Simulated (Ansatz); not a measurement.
Relaxed structures of MgAlH₃, closed shell (PBE0-D4/def2-TZVP; forces vanish, vibrations not checked; lower isomers may exist, and structures with a doubtful reference or unclear bonds are left out; Å). Program: Ansatz 0.2.0. Basis: def2-TZVPP. Cores are frozen in the correlated methods. The outer core shell of Li, Na, Mg and K is correlated. The def2 sets are not built for correlating such inner shells, so the correlated values are less sure here.

(1) Rank them by CCSD(T) energy, lowest first, and give each one's height above the lowest. Links in brackets join atoms within 1.22 times the sum of their covalent radii (1.1 for two metals). (An estimate is asked for; the value comes from the calculation.)
A.
a complex of MgAlH ([Mg][AlH]) + H₂
```
5
angstrom
Mg 0.5907 -0.9759 0.1967
Al -1.4345 1.0074 0.1875
H 0.4353 2.2503 0.0312
H -0.8668 0.5123 -1.3349
H 0.4799 1.9001 -0.6541
```
B.
MgAlH₃ ([H]1[MgH][AlH]1)
```
5
angstrom
Mg -0.9607 0.5211 -0.8239
Al 0.3708 -1.1196 0.6593
H 1.6649 -1.3142 1.5805
H -1.8752 1.5563 -1.8085
H 0.6926 0.6140 0.2262
```
C.
MgAlH₃ ([MgH][AlH2])
```
5
angstrom
Mg 0.5464 -1.3121 0.8458
Al -0.3595 0.8608 -0.5557
H 1.1147 -2.6711 1.7239
H -1.7007 0.8508 -1.4318
H 0.3990 2.2715 -0.5822
```

The T1 diagnostic stays at or below 0.015. The restricted Hartree–Fock reference is unstable towards an unrestricted one at one or more of these structures.

Answers

(1) By the calculation: C (0.0 kJ/mol), B (51.8 kJ/mol), A (87.5 kJ/mol). Heights count from the lowest.

For scale, one of the runs: CCSD(T)/def2-TZVPP, 116 basis functions, launched by `ansatz run in.yaml --threads 2 --pin off --events-out ev --progress --plain --max-ram 4352MiB`. The run took about 5.5 s on 2 CPU threads of an Arm Neoverse V2 (shared host).
